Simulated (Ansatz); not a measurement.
Cartesian coordinates in Å:
```
C 0.933 0.167 -0.639
C -0.497 -0.017 -0.268
C -0.958 -0.206 0.954
F -0.154 -0.254 2.027
H 1.255 -0.606 -1.342
H 1.086 1.131 -1.133
H 1.580 0.125 0.236
H -1.245 0.002 -1.054
H -2.000 -0.340 1.219
```

The species carries charge 0 and has multiplicity 1.

Problem. List the PBE0/def2-TZVPP orbital energies in eV (Ansatz 0.2.0). (An estimate is asked.)

Solution. Computed: Occupied: -674.20, -280.16, -278.32, -278.16, -34.13, -22.33, -19.53, -16.41, -14.79, -13.52, -13.06, -11.64, -11.58, -10.45, -10.38, -7.23. Lowest empty: 0.64, 1.49, 2.25, 3.12, 3.32, 3.37, 3.94, 4.54.
